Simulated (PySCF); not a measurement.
Gas-phase reaction: B + O + Cl ⇌ BOCl

Method: PySCF energies plus ideal-gas RRHO corrections (1 bar). The comparison is the NASA 1993 polynomial table, which mixes measured and estimated data. After a fit of one offset per element over all species, the range-separated, M06-2X, PBE0/def2-QZVP and CCSD(T)/def2-TZVPP enthalpies, where run, lie to one side of the table for BOCl (-56 kJ/mol): a fault of the table's entry, another state or a shared error of the levels is possible; this was not checked at source. † marks an energy on the PBE0/def2-TZVP geometry and frequencies; other levels use their own. Open shells (unrestricted): B (multiplicity 2), O (multiplicity 3), Cl (multiplicity 2); the rest are closed-shell singlets. Spin-orbit splitting is ignored; it lowers the true energy and changes the entropy of B, O, Cl. For this reaction the table lies outside the span of B3LYP, CCSD(T), M06-2X, MP2, PBE0, r2SCAN, ωB97M-V, ωB97X-V in their largest bases here; which side is off was not settled. The table's entry may be an old estimate for BOCl (not checked at source).

PBE/def2-SVP gives ΔH°(298 K) = -1396.8 kJ.

Question: What does BLYP/def2-TZVP† give, and where does the table lie?

Answer: BLYP/def2-TZVP†: -1320.2 kJ. Table: -1246.8 kJ.
